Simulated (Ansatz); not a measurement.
Two shapes of singlet C₅H₅(-).

Shape 1:

```xyz
10

C     1.2037    0.0000    0.0000
C     0.3720    1.1448    0.0000
C    -0.9738    0.7075    0.0000
C    -0.9738   -0.7075    0.0000
C     0.3720   -1.1448    0.0000
H     2.2937    0.0000    0.0000
H     0.7088    2.1814    0.0000
H    -1.8556    1.3482    0.0000
H    -1.8556   -1.3482    0.0000
H     0.7088   -2.1814    0.0000
```

Shape 2:

```xyz
10

C     1.1055    0.0000    0.0000
C     0.3416    1.0514    0.0000
C    -0.8943    0.6498    0.0000
C    -0.8943   -0.6498    0.0000
C     0.3416   -1.0514    0.0000
H     2.1136    0.0000    0.0000
H     0.6531    2.0101    0.0000
H    -1.7099    1.2423    0.0000
H    -1.7099   -1.2423    0.0000
H     0.6531   -2.0101    0.0000
```

Basis set: 6-31G* (spherical functions). Correlated methods keep 5 orbitals frozen. Charge -1, multiplicity 1.

Computed with Ansatz (development build ahead of 0.2.0); each method stands on the lowest determinant of its kind that the runs found.

Problem. Which shape is lower in energy, and by how much in each method?

Solution.

| method | E(2) − E(1) (eV) |
| --- | --- |
| RHF | 2.265 |
| RHF-MP2 | 2.682 |

Shape 1 is lower. Caution: no diffuse functions for an anion; no unrestricted run beside it, a lower state can exist.
